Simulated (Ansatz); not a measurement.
Born–Oppenheimer molecular dynamics of BFH₂O (5 atoms, charge 0, multiplicity 1). It starts from a relaxed structure.

The calculation used Ansatz, RKS B3LYP/6-31G*.

```json
{
 "ensemble": "NVT, Langevin thermostat",
 "time step": "0.5 fs",
 "steps asked": "250",
 "set temperature": "300 K",
 "friction": "0.001 /fs",
 "temperature schedule": "62 steps to 300 K, then 188 steps to 75 K",
 "seed": "231203"
}
```

First frame:

```xyz
5
Properties=species:S:1:pos:R:3
B 0.015 -0.066 -0.057
F -0.071 -0.138 1.275
H 1.047 0.225 -0.572
O -1.065 -0.321 -0.827
H -1.847 -0.546 -0.296
```

How far do the bonds stretch over the last three quarters of this one trajectory? (Pairs bonded in most of those frames.)


```tsv
bond	mean (Å)	spread (Å)	shortest	longest
B1–F2	1.339	0.024	1.29	1.39
B1–H3	1.193	0.010	1.17	1.21
B1–O4	1.351	0.013	1.33	1.38
O4–H5	0.971	0.007	0.96	0.98
```

Mean temperature of the second half: 145 K. The schedule's set-point averaged 150 K over the second half and the system 145 K. A run of 0.12 ps of so small a system gives no equilibrium averages.

The run took 3.7 min on 1 thread of Arm Neoverse V1, on a shared host, peak memory 0.085 GiB.
